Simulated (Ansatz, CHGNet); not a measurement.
Elastic constant C12 (GPa) of 25 elemental metals, computed with the machine-learned potential CHGNet 0.3.0 (trained on PBE and PBE+U data) and with PBE (PAW; Ansatz, a quantum-chemistry and plane-wave program). The set holds measured phases with no doubt noted on the run or the magnetic state but for the caveats below. 5 more of the class have both values but aren't in it, for one of these reasons: built or high-temperature cells, doubts on the run or the magnetic state, unlike cells, values of zero, layered or molecular crystals. Solids without a value at one level (not run, failed, or a magnetic order lost), or held back for tests, aren't counted.

All rows, in order of the shift (worked out from unrounded values):

| solid | CHGNet 0.3.0 | PBE | shift (%) |
|---|---|---|---|
| bcc Rb | 11.3 | 2.63 | -77 |
| bcc Ba | 20.9 | 7.26 | -65 |
| hcp Zn | 75.2 | 39.0 | -48 |
| hcp Hf | 129 | 69.5 | -46 |
| bcc K | 5.67 | 3.42 | -40 |
| hcp Os | 354 | 220 | -38 |
| hcp Y | 39.2 | 25.0 | -36 |
| α-phase Ga | 40.9 | 26.3 | -36 |
| fcc Cu | 176 | 123 | -30 |
| fcc Ir | 309 | 229 | -26 |
| hcp Mg | 30.6 | 24.2 | -21 |
| hcp Zr | 76.9 | 65.0 | -15.4 |
| fcc Ni | 179 | 157 | -12.7 |
| fcc Rh | 200 | 179 | -10.2 |
| hcp Lu | 31.1 | 28.9 | -6.9 |
| fcc Pt | 230 | 219 | -4.7 |
| fcc Sr | 9.61 | 9.82 | +2.2 |
| fcc Ca | 13.9 | 14.9 | +6.5 |
| fcc Pd | 139 | 152 | +9.5 |
| bcc Li | 10.4 | 13.1 | +26 |
| fcc Al | 47.3 | 64.6 | +37 |
| fcc Ag | 57.3 | 81.0 | +42 |
| fcc Au | 91.4 | 131 | +43 |
| fcc Pb | 24.7 | 35.7 | +45 |
| hcp Tl | 16.2 | 24.4 | +50 |

The shift from CHGNet 0.3.0 to PBE has a median of -12.7 %, and eight in ten lie between -47 % and +42 %; PBE is the larger in 9 of 25. Each level is at its own cell, so the shift holds the change of volume too.

Ansatz's runs of these crystals have no spin polarisation, but for fcc Ni.

Density-functional runs with spin start from parallel moments for fcc Ni.

Spin–orbit coupling is left out, also for the solids with elements from indium on (fcc Pt, hcp Os, bcc Ba, hcp Tl, fcc Ir, hcp Hf, fcc Pb, hcp Lu, fcc Au); its size isn't shown.

Each level is taken at its own relaxed cell. Ansatz's density-functional and Hartree–Fock values are scalar-relativistic unless marked +SOC, with PAW data made under PBE.
